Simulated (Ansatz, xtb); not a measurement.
# Isomers of CH3B2+ in order of energy

3 gas-phase structures of CH3B2+, found in a search over its isomers (lower ones may exist). Each was relaxed with GFN2-xTB:

A. `B=C[BH+]`, a singlet
B. a singlet given by its coordinates
C. `[B+]1BC1`, a singlet

B (Å):

| atom | x (Å) | y (Å) | z (Å) |
| --- | --- | --- | --- |
| C | 1.0647 | -1.0274 | 0.2155 |
| B | 0.0936 | -0.1606 | 0.7359 |
| B | -0.9629 | 0.8073 | 1.3048 |
| H | 1.9407 | -1.3986 | 0.7467 |
| H | 1.0793 | -1.4458 | -0.7904 |
| H | -1.7462 | 1.5463 | 1.7198 |

Close contacts (Å): C1–B2 1.40, B2–B3 1.54, C1–H4 1.09, C1–H5 1.09, B3–H6 1.15.

**Question.** Make a reasoned guess at their ranking by r2SCAN-D4/def2-SVP single-point energy.

**Answer.** Calculated order at r2SCAN-D4/def2-SVP: A (0.000), B (1.748), C (2.509) eV.

Energies above the lowest of each column, in eV; the last columns are at B3LYP/6-31G* geometries and were run for some of them only (a dash: not run or not comparable):

```
structure  GFN2-xTB  HF/STO-3G  r2SCAN-D4/def2-SVP  B3LYP/6-31G*  CCSD(T)/def2-TZVPP
        A     0.000      0.000               0.000         0.000               0.000
        B     1.283      1.968               1.748         1.636               1.659
        C     1.758      3.328               2.509             –                   –
```

Every level run on A puts it lowest or level with the lowest. Flexible structures stand in one conformer each, not always the lowest. Frequencies (B3LYP/6-31G*) were run for A, B alone. Large T1 diagnostics make some coupled-cluster values less sure.

Programs: Ansatz 0.2.0, xtb 6.7.1 (Pople sets with spherical d functions).
